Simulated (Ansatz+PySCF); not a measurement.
A calculation with PySCF 2.14.0.

```python
from pyscf import gto, scf, cc

mol = gto.M(atom="""
Al 0.000000 0.000000 0.000000
Al 1.399080 1.865440 4.038800
""", basis='6-31g', charge=1, spin=1)
mf = scf.UHF(mol)
mf.kernel()
mycc = cc.CCSD(mf, frozen=10).run()
et = mycc.ccsd_t()
print(mf.e_tot, mycc.e_corr, et, mycc.e_tot + et)
```

The script is written out from the run's settings.

The run gave:

```
Converged                       : yes
Reference energy                : -483.53353 hartree
CCSD correlation energy         : -0.06952 hartree
Triples correction              : -0.00031 hartree
Total energy                    : -483.60336 hartree
Spin squared of the determinant : 0.781
```

Caution: the charge can sit on one fragment and break the point group.
